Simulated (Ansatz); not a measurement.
Working through a ladder of basis sets of CH₃BS, SMILES BC=S

Program: the Python package of Ansatz (0.2.0).

The cells in order, each with its output:

**Cell 1**
```python
import ansatz as az

geometry_ang = [
    ("B", (-0.5838, -0.2446, -0.4434)),
    ("C", (0.5679, 0.2669, 0.4236)),
    ("S", (1.4552, -0.686, 0.9583)),
    ("H", (-0.7345, -1.3359, -0.6876)),
    ("H", (-1.3769, 0.5931, -0.9173)),
    ("H", (0.7142, 1.3424, 0.6202)),
]
mol = az.Crystal.molecule()
for symbol, xyz in geometry_ang:
    mol = mol.atom(symbol, xyz)
```

**Cell 2**
```python
calculation = (
    mol.calculation()
    .correlation("mp2")
    .scf(lower_state_search="standard")
)
```

**Cell 3**
```python
energies = {}
for basis in ["cc-pVDZ", "cc-pVTZ"]:
    report = calculation.basis(gaussian=basis).run().report
    size = report["n_frozen"] + report["n_occupied"][0] + report["n_virtual"][0]
    energies[basis] = (report["reference_energy_ev"] / 27.211386246, report["free_energy_ev"] / 27.211386246)
    print(f"{basis:14s} {size:4d} orbitals  reference {energies[basis][0]:14.6f} Ha  total {energies[basis][1]:14.6f} Ha")
```
Output:
```text
cc-pVDZ          61 orbitals  reference    -461.716640 Ha  total    -462.048299 Ha
cc-pVTZ         136 orbitals  reference    -461.756100 Ha  total    -462.176114 Ha
```

**Cell 4**
```python
# correlation energy at the basis limit from E(X) = E + A / X^3
small, large = (energies[b][1] - energies[b][0] for b in ("cc-pVDZ", "cc-pVTZ"))
limit = (3 ** 3 * large - 2 ** 3 * small) / (3 ** 3 - 2 ** 3)
print(f"correlation energy: {small:.6f} and {large:.6f} Ha, extrapolated {limit:.6f} Ha")
print(f"share caught by the larger set: {100 * large / limit:.1f} %")
```
Output:
```text
correlation energy: -0.331659 and -0.420014 Ha, extrapolated -0.457217 Ha
share caught by the larger set: 91.9 %
```

Against cc-pVDZ: cc-pVTZ -127.8 mHa. The last step alone is -127.82 mHa.

Reading the output:
- The settings weren't tested for convergence.
- The geometry is a force-field or estimated start, not a minimum of this method, and the last set is no limit. Much of the fall in a total is atomic energy, which cancels in bond and reaction energies.
- Inner cores stay frozen, so this is valence correlation.
- For Al to Cl the sets with a tight d function, cc-pV(X+d)Z, are usual.
- An extrapolation from small basis sets is rough.
- The whole script took 2.7 s on 1 thread of Arm Neoverse V2, with other jobs on the host, peak memory 0.25 GiB.
